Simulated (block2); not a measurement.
# CH2AlN (SMILES N#[C][AlH2]): DMRG/STO-3G, part 2 of 2

block2 0.5.4. Earlier steps stand in the parts before.

## 3. The distorted shape: a single-point energy at DMRG/STO-3G

File run_dmrg.py:

```python
import numpy as np
from pyscf import cc, dft, gto, lo, mp, scf
from pyblock2._pyscf.ao2mo import integrals as itg
from pyblock2.driver.core import DMRGDriver, SymmetryTypes

geom = """
N      2.727972    -2.651593     2.769872
C      2.059872    -2.003593     2.087472
Al    -0.407200     0.390000    -0.434600
H     -1.629700    -0.322900    -1.120200
H     -0.009700     1.903200    -0.592600
"""
mol = gto.M(
    atom=geom,
    basis="sto-3g",
    verbose=4,
)
print("basis functions                = %d" % (mol.nao))
mf = scf.RHF(mol)
mf.conv_tol = 1e-10
mf.max_cycle = 200
mf.kernel()
if not mf.converged:
    mf = mf.newton().run(mf.mo_coeff, mf.mo_occ)
print("reference energy               = %.10f" % (mf.e_tot))
ref = mf
pt = mp.MP2(ref, frozen=7).run()
mycc = cc.CCSD(ref, frozen=7)
mycc.max_cycle = 150
mycc.kernel()
print(f"E(MP2)                         = {pt.e_tot:.10f}")
if mycc.converged:
    print(f"E(CCSD)                        = {mycc.e_tot:.10f}")
    print(f"E(CCSD(T))                     = {mycc.e_tot + mycc.ccsd_t():.10f}")
    print(f"T1 diagnostic                  = {mycc.get_t1_diagnostic():.4f}")
ks = dft.RKS(mol, xc="hse06").set(conv_tol=1e-9, verbose=3).run()
if ks.converged:
    print(f"E(HSE06)                       = {ks.e_tot:.8f}")
ks = dft.RKS(mol, xc="pbe").set(conv_tol=1e-9, verbose=3).run()
if ks.converged:
    print("E(PBE)                         = %.8f" % (ks.e_tot))
ks = dft.RKS(mol, xc="m062x").set(conv_tol=1e-9, verbose=3).run()
if ks.converged:
    print(f"E(M06-2X)                      = {ks.e_tot:.8f}")
mo = mf.mo_coeff.copy()
for a, b in ((7, 14), (14, 21)):
    if b - a > 1:
        mo[:, a:b] = lo.PM(mol, mo[:, a:b]).kernel()
mf.mo_coeff = mo
ncas, n_elec, spin, ecore, h1e, g2e, orb_sym = itg.get_rhf_integrals(mf, ncore=7, ncas=14, pg_symm=False, g2e_symm=1)
driver = DMRGDriver(scratch="./tmp", symm_type=SymmetryTypes.SU2, stack_mem=1500 << 20, n_threads=1)
idx = driver.orbital_reordering(h1e, g2e, method="fiedler")
print("orbital order:", idx.tolist())
h1e = h1e[np.ix_(idx, idx)]
g2e = g2e[np.ix_(idx, idx, idx, idx)]
orb_sym = np.array(orb_sym)[idx]
driver.initialize_system(n_sites=ncas, n_elec=n_elec, spin=spin, orb_sym=orb_sym)
mpo = driver.get_qc_mpo(h1e=h1e, g2e=g2e, ecore=ecore, iprint=0)
occs = np.array([1.8] * 7 + [0.2] * 7)[idx]
ket = driver.get_random_mps(tag="GS", bond_dim=100, nroots=1, occs=occs)
bond_dims = [100] * 3 + [150] * 3 + [200] * 4
noises = [0.0001] * 3 + [0.0001] * 3 + [1e-05] * 4 + [0]
thrds = [1e-08] * 10
e = driver.dmrg(mpo, ket, n_sweeps=16, tol=1e-06, bond_dims=bond_dims, noises=noises, thrds=thrds, iprint=1)
ms, dws, es = driver.get_dmrg_results()
print("max discarded weight           = %.3e" % (dws[-1]))
print(f"total energy                   = {e:.10f}")
dm1 = driver.get_1pdm(ket)
print("natural occupations            =", np.round(np.linalg.eigvalsh(dm1)[::-1], 5).tolist())
c_act = mf.mo_coeff[:, 7:21][:, idx]
dm_ao = c_act @ dm1 @ c_act.T + 2 * mf.mo_coeff[:, :7] @ mf.mo_coeff[:, :7].T
print("dipole moment (debye)          =", np.round(scf.hf.dip_moment(mol, dm_ao, verbose=0), 4).tolist())
print("largest bipartite entropy      = %.4f" % (max(driver.get_bipartite_entanglement(ket))))
```

The run is started by

```sh
python run_dmrg.py
```

The program printed:

```text
[INPUT] verbose = 4
[INPUT] num. atoms = 5
[INPUT] num. electrons = 28
[INPUT] charge = 0
[INPUT] spin (= nelec alpha-beta = 2S) = 0
[INPUT] symmetry False subgroup None
[INPUT] Mole.unit = angstrom
[INPUT] Symbol           X                Y                Z      unit          X                Y                Z       unit  Magmom
[INPUT]  1 N      2.727972000000  -2.651593000000   2.769872000000 AA    5.155119955482  -5.010784563814   5.234299480101 Bohr   0.0
[INPUT]  2 C      2.059872000000  -2.003593000000   2.087472000000 AA    3.892593931660  -3.786242035096   3.944750372698 Bohr   0.0
[INPUT]  3 Al    -0.407200000000   0.390000000000  -0.434600000000 AA   -0.769496477923   0.736993188580  -0.821274973736 Bohr   0.0
[INPUT]  4 H     -1.629700000000  -0.322900000000  -1.120200000000 AA   -3.079686665204  -0.610192565622  -2.116871204738 Bohr   0.0
[INPUT]  5 H     -0.009700000000   1.903200000000  -0.592600000000 AA   -0.018330343408   3.596526760272  -1.119851701417 Bohr   0.0

nuclear repulsion = 49.1728289374834
number of shells = 13
number of NR pGTOs = 63
number of NR cGTOs = 21
basis = sto-3g
ecp = {}
CPU time:         0.45
basis functions                = 21

******** <class 'pyscf.scf.hf.RHF'> ********
method = RHF
initial guess = minao
damping factor = 0
level_shift factor = 0
DIIS = <class 'pyscf.scf.diis.CDIIS'>
diis_start_cycle = 1
diis_space = 8
diis_damp = 0
SCF conv_tol = 1e-10
SCF conv_tol_grad = None
SCF max_cycles = 200
direct_scf = True
direct_scf_tol = 1e-13
chkfile to save SCF result = tmppuu59711
max_memory 1800 MB (current use 108 MB)
Set gradient conv threshold to 1e-05
Initial guess from minao.
init E= -330.717653000599
  HOMO = -0.243205714964569  LUMO = 0.0253596346042437  gap/eV = 7.30804
cycle= 1 E= -330.955327206123  delta_E= -0.238  |g|= 0.378  |ddm|=  2.8
  HOMO = -0.0683966420925795  LUMO = -0.0205206222116823  gap/eV = 1.30277
cycle= 2 E= -330.983617742214  delta_E= -0.0283  |g|= 0.305  |ddm|= 0.82
  HOMO = -0.0941408427996036  LUMO = 0.00319021681879872  gap/eV = 2.64851
cycle= 3 E= -331.009408437262  delta_E= -0.0258  |g|= 0.0382  |ddm|= 0.368
  HOMO = -0.108571026344765  LUMO = 0.0199920275165579  gap/eV = 3.49838
cycle= 4 E= -331.011968793148  delta_E= -0.00256  |g|= 0.0129  |ddm|= 0.253
  HOMO = -0.125189997679646  LUMO = 0.0285126269346807  gap/eV = 4.18246
cycle= 5 E= -331.012386915984  delta_E= -0.000418  |g|= 0.00362  |ddm|= 0.121
  HOMO = -0.128606894123606  LUMO = 0.030183510700176  gap/eV = 4.32091
cycle= 6 E= -331.012401346998  delta_E= -1.44e-05  |g|= 0.000705  |ddm|= 0.0182
  HOMO = -0.128246529518087  LUMO = 0.0299753198882362  gap/eV = 4.30544
cycle= 7 E= -331.012401878593  delta_E= -5.32e-07  |g|= 0.00019  |ddm|= 0.00343
  HOMO = -0.128183858391505  LUMO = 0.0299440539980029  gap/eV = 4.30288
cycle= 8 E= -331.012401929755  delta_E= -5.12e-08  |g|= 4.71e-05  |ddm|= 0.00146
  HOMO = -0.128195133786603  LUMO = 0.0299453096472895  gap/eV = 4.30322
cycle= 9 E= -331.012401931427  delta_E= -1.67e-09  |g|= 7.4e-06  |ddm|= 0.00022
  HOMO = -0.128199462959186  LUMO = 0.0299486816724992  gap/eV = 4.30343
cycle= 10 E= -331.012401931469  delta_E= -4.11e-11  |g|= 1.02e-06  |ddm|= 4.48e-05
  HOMO = -0.128199076001777  LUMO = 0.0299484684453437  gap/eV = 4.30341
Extra cycle  E= -331.01240193147  delta_E= -1.31e-12  |g|= 5.52e-07  |ddm|= 7.09e-06
converged SCF energy = -331.01240193147
reference energy               = -331.0124019315

******** <class 'pyscf.mp.mp2.RMP2'> ********
nocc = 7, nmo = 14
frozen orbitals 7
max_memory 1800 MB (current use 125 MB)
E(RMP2) = -331.19622571089  E_corr = -0.183823779419665
E(SCS-RMP2) = -331.199504935179  E_corr = -0.187103003709165
E_corr(same-spin) = -0.0386371518397301
E_corr(oppo-spin) = -0.145186627579935

******** <class 'pyscf.cc.ccsd.CCSD'> ********
CC2 = 0
CCSD nocc = 7, nmo = 14
frozen orbitals 7
max_cycle = 150
direct = 0
conv_tol = 1e-07
conv_tol_normt = 1e-05
diis_space = 6
diis_start_cycle = 0
diis_start_energy_diff = 1e+09
max_memory 1800 MB (current use 125 MB)
Init t2, MP2 energy = -331.196225752075  E_corr(MP2) -0.1838238206051
Init E_corr(CCSD) = -0.183823820605321
cycle = 1  E_corr(CCSD) = -0.170525140884393  dE = 0.0132986797  norm(t1,t2) = 0.344942
cycle = 2  E_corr(CCSD) = -0.223927229729444  dE = -0.0534020888  norm(t1,t2) = 0.645651
cycle = 3  E_corr(CCSD) = -0.198363776208715  dE = 0.0255634535  norm(t1,t2) = 1.28289
cycle = 4  E_corr(CCSD) = -0.190499132023284  dE = 0.00786464419  norm(t1,t2) = 0.20597
cycle = 5  E_corr(CCSD) = -0.148358087958365  dE = 0.0421410441  norm(t1,t2) = 0.22591
cycle = 6  E_corr(CCSD) = -0.13294197425215  dE = 0.0154161137  norm(t1,t2) = 0.865912
cycle = 7  E_corr(CCSD) = -0.166575369762224  dE = -0.0336333955  norm(t1,t2) = 1.28955
cycle = 8  E_corr(CCSD) = -0.198747929538482  dE = -0.0321725598  norm(t1,t2) = 0.0558501
cycle = 9  E_corr(CCSD) = -0.176405802378694  dE = 0.0223421272  norm(t1,t2) = 0.987125
cycle = 10  E_corr(CCSD) = -0.17331475698104  dE = 0.0030910454  norm(t1,t2) = 0.124542
cycle = 11  E_corr(CCSD) = -0.174192704781289  dE = -0.0008779478  norm(t1,t2) = 0.00808465
cycle = 12  E_corr(CCSD) = -0.174494271257395  dE = -0.000301566476  norm(t1,t2) = 0.0253612
cycle = 13  E_corr(CCSD) = -0.174892590519324  dE = -0.000398319262  norm(t1,t2) = 0.00621285
cycle = 14  E_corr(CCSD) = -0.174908484617472  dE = -1.58940981e-05  norm(t1,t2) = 0.0031767
cycle = 15  E_corr(CCSD) = -0.174904803753536  dE = 3.68086394e-06  norm(t1,t2) = 0.00158417
cycle = 16  E_corr(CCSD) = -0.174794266301805  dE = 0.000110537452  norm(t1,t2) = 0.000975017
cycle = 17  E_corr(CCSD) = -0.174858607610705  dE = -6.43413089e-05  norm(t1,t2) = 0.00099607
cycle = 18  E_corr(CCSD) = -0.174843989450939  dE = 1.46181598e-05  norm(t1,t2) = 0.000464606
cycle = 19  E_corr(CCSD) = -0.174850767675729  dE = -6.77822479e-06  norm(t1,t2) = 0.000292488
cycle = 20  E_corr(CCSD) = -0.174875235070401  dE = -2.44673947e-05  norm(t1,t2) = 0.000285313
cycle = 21  E_corr(CCSD) = -0.174871399828736  dE = 3.83524167e-06  norm(t1,t2) = 3.75429e-05
cycle = 22  E_corr(CCSD) = -0.174871509630054  dE = -1.09801317e-07  norm(t1,t2) = 2.43462e-05
cycle = 23  E_corr(CCSD) = -0.174870820093388  dE = 6.89536666e-07  norm(t1,t2) = 5.29094e-06
cycle = 24  E_corr(CCSD) = -0.174870763591568  dE = 5.650182e-08  norm(t1,t2) = 3.96139e-06
CCSD converged
E(CCSD) = -331.1872726950614  E_corr = -0.1748707635915676
E(MP2)                         = -331.1962257109
E(CCSD)                        = -331.1872726951
CCSD(T) correction = -0.000972560072158641
E(CCSD(T))                     = -331.1882452551
T1 diagnostic                  = 0.1006
radial grids:
    Treutler-Ahlrichs [JCP 102, 346 (1995); DOI:10.1063/1.469408] (M4) radial grids

becke partition: Becke, JCP 88, 2547 (1988); DOI:10.1063/1.454033
pruning grids: <function nwchem_prune at 0x7a01e569fb00>
grids dens level: 3
symmetrized grids: False
atomic radii adjust function: <function treutler_atomic_radii_adjust at 0x7a01e18dc0e0>
tot grids = 66816
converged SCF energy = -331.901481276784
E(HSE06)                       = -331.90148128
radial grids:
    Treutler-Ahlrichs [JCP 102, 346 (1995); DOI:10.1063/1.469408] (M4) radial grids

becke partition: Becke, JCP 88, 2547 (1988); DOI:10.1063/1.454033
pruning grids: <function nwchem_prune at 0x7a01e569fb00>
grids dens level: 3
symmetrized grids: False
atomic radii adjust function: <function treutler_atomic_radii_adjust at 0x7a01e18dc0e0>
tot grids = 66816
SCF not converged.
SCF energy = -311.629758072722
radial grids:
    Treutler-Ahlrichs [JCP 102, 346 (1995); DOI:10.1063/1.469408] (M4) radial grids

becke partition: Becke, JCP 88, 2547 (1988); DOI:10.1063/1.454033
pruning grids: <function nwchem_prune at 0x7a01e569fb00>
grids dens level: 3
symmetrized grids: False
atomic radii adjust function: <function treutler_atomic_radii_adjust at 0x7a01e18dc0e0>
tot grids = 66816
converged SCF energy = -332.085256762994
E(M06-2X)                      = -332.08525676

******** <class 'pyscf.lo.pipek.PipekMezey'> ********
conv_tol = 1e-06
conv_tol_grad = None
max_cycle = 100
max_stepsize = 0.05
max_iters = 20
kf_interval = 5
kf_trust_region = 5
ah_start_tol = 1000000000.0
ah_start_cycle = 1
ah_level_shift = 0
ah_conv_tol = 1e-12
ah_lindep = 1e-14
ah_max_cycle = 40
ah_trust_region = 3
init_guess = atomic
algorithm = ciah
pop_method = meta_lowdin
exponent = 2
Set conv_tol_grad to 0.000316228
Init f(x)= 4.0671679573099  |g|= 0.788902
macro= 1  f(x)= 4.3314124312581  delta_f= 0.264244  |g|= 0.527301  3 KF 17 Hx
macro= 2  f(x)= 4.3768515847884  delta_f= 0.0454392  |g|= 0.434545  2 KF 3 Hx
macro= 3  f(x)= 4.3837473204132  delta_f= 0.00689574  |g|= 0.00381516  3 KF 6 Hx
macro= 4  f(x)= 4.3837474692934  delta_f= 1.4888e-07  |g|= 0.00113569  1 KF 3 Hx
macro= 5  f(x)= 4.3837474692889  delta_f= -4.46576e-12  |g|= 7.00547e-06  1 KF 1 Hx
macro X = 5  f(x)= 4.3837474692889  |g|= 7.00547e-06  10 intor 10 KF 30 Hx

******** <class 'pyscf.lo.pipek.PipekMezey'> ********
conv_tol = 1e-06
conv_tol_grad = None
max_cycle = 100
max_stepsize = 0.05
max_iters = 20
kf_interval = 5
kf_trust_region = 5
ah_start_tol = 1000000000.0
ah_start_cycle = 1
ah_level_shift = 0
ah_conv_tol = 1e-12
ah_lindep = 1e-14
ah_max_cycle = 40
ah_trust_region = 3
init_guess = atomic
algorithm = ciah
pop_method = meta_lowdin
exponent = 2
Set conv_tol_grad to 0.000316228
Init f(x)= 4.103507366207  |g|= 0.56464
macro= 1  f(x)= 4.3078808121073  delta_f= 0.204373  |g|= 0.395456  3 KF 14 Hx
macro= 2  f(x)= 4.3954239545774  delta_f= 0.0875431  |g|= 0.140878  3 KF 19 Hx
macro= 3  f(x)= 4.3979710563707  delta_f= 0.0025471  |g|= 0.0833301  2 KF 13 Hx
macro= 4  f(x)= 4.3987727476952  delta_f= 0.000801691  |g|= 0.000758574  2 KF 6 Hx
macro= 5  f(x)= 4.3987727486551  delta_f= 9.59964e-10  |g|= 8.09623e-05  1 KF 2 Hx
macro X = 5  f(x)= 4.3987727486551  |g|= 8.09623e-05  10 intor 11 KF 54 Hx
orbital order: [8, 1, 2, 10, 9, 7, 6, 3, 11, 13, 12, 0, 5, 4]

Sweep =    0 | Direction =  forward | Bond dimension =  100 | Noise =  1.00e-04 | Dav threshold =  1.00e-08
Time elapsed =      1.879 | E =    -331.2462880317 | DW = 1.06193e-07

Sweep =    1 | Direction = backward | Bond dimension =  100 | Noise =  1.00e-04 | Dav threshold =  1.00e-08
Time elapsed =      4.311 | E =    -331.2744501082 | DE = -2.82e-02 | DW = 4.54599e-06

Sweep =    2 | Direction =  forward | Bond dimension =  100 | Noise =  1.00e-04 | Dav threshold =  1.00e-08
Time elapsed =      6.194 | E =    -331.2752543201 | DE = -8.04e-04 | DW = 9.64093e-06

Sweep =    3 | Direction = backward | Bond dimension =  150 | Noise =  1.00e-04 | Dav threshold =  1.00e-08
Time elapsed =      8.551 | E =    -331.2754891849 | DE = -2.35e-04 | DW = 9.26785e-07

Sweep =    4 | Direction =  forward | Bond dimension =  150 | Noise =  1.00e-04 | Dav threshold =  1.00e-08
Time elapsed =     10.951 | E =    -331.2754900023 | DE = -8.17e-07 | DW = 1.28608e-06

Sweep =    5 | Direction = backward | Bond dimension =  150 | Noise =  1.00e-04 | Dav threshold =  1.00e-08
Time elapsed =     13.480 | E =    -331.2754900010 | DE = 1.21e-09 | DW = 9.63388e-07

Sweep =    6 | Direction =  forward | Bond dimension =  200 | Noise =  1.00e-05 | Dav threshold =  1.00e-08
Time elapsed =     16.417 | E =    -331.2754901127 | DE = -1.12e-07 | DW = 6.07925e-08

Sweep =    7 | Direction = backward | Bond dimension =  200 | Noise =  1.00e-05 | Dav threshold =  1.00e-08
Time elapsed =     19.696 | E =    -331.2754901132 | DE = -4.96e-10 | DW = 6.56164e-08

Sweep =    8 | Direction =  forward | Bond dimension =  200 | Noise =  1.00e-05 | Dav threshold =  1.00e-08
Time elapsed =     23.152 | E =    -331.2754901176 | DE = -4.42e-09 | DW = 6.06882e-08

Sweep =    9 | Direction = backward | Bond dimension =  200 | Noise =  1.00e-05 | Dav threshold =  1.00e-08
Time elapsed =     26.300 | E =    -331.2754901174 | DE = 1.94e-10 | DW = 6.58093e-08

Sweep =   10 | Direction =  forward | Bond dimension =  200 | Noise =  0.00e+00 | Dav threshold =  1.00e-07
Time elapsed =     29.089 | E =    -331.2754901113 | DE = 6.14e-09 | DW = 1.81231e-08

max discarded weight           = 1.812e-08
total energy                   = -331.2754901113
natural occupations            = [1.99127, 1.9712, 1.9672, 1.94648, 1.91184, 1.91183, 1.16284, 0.86599, 0.09539, 0.09538, 0.03224, 0.02049, 0.0168, 0.01106]
dipole moment (debye)          = [-0.113, 0.1095, -0.1147]
largest bipartite entropy      = 0.9144
```

Wall time 45 s (1 thread of Intel Xeon 6975P-C (Granite Rapids), shared host); peak memory 0.5 GiB.

## 4. Outcome

This closing draws on all 2 parts.

Level: DMRG/STO-3G, 7 core orbitals frozen.

| quantity | value |
| --- | --- |
| run 1, DMRG/STO-3G: total energy | -331.51468 Eh |
| run 1, DMRG/STO-3G: dipole moment (of the density that the program reports) | 3.46 D |
| run 1, DMRG/STO-3G: T1 diagnostic of the CCSD step | 0.007 |
| distorted shape: total energy | -331.27549 Eh |
| distorted shape: dipole moment (of the density that the program reports) | 0.19 D |
| distorted shape: T1 diagnostic of the CCSD step | 0.101 |
| energy change with the C2–Al3 bond stretched from 1.938 to 4.263 Å | 6.509 eV |

What this shows: With the C2–Al3 bond stretched from 1.938 to 4.263 Å the energy rises by 6.51 eV (150 kcal/mol). The first shape isn't relaxed at this level, so the change isn't measured from a minimum. The minimal basis adds a large error of its own. The T1 diagnostic (distorted shape) of 0.101 is above the customary mark for such species, so a single reference may not serve.
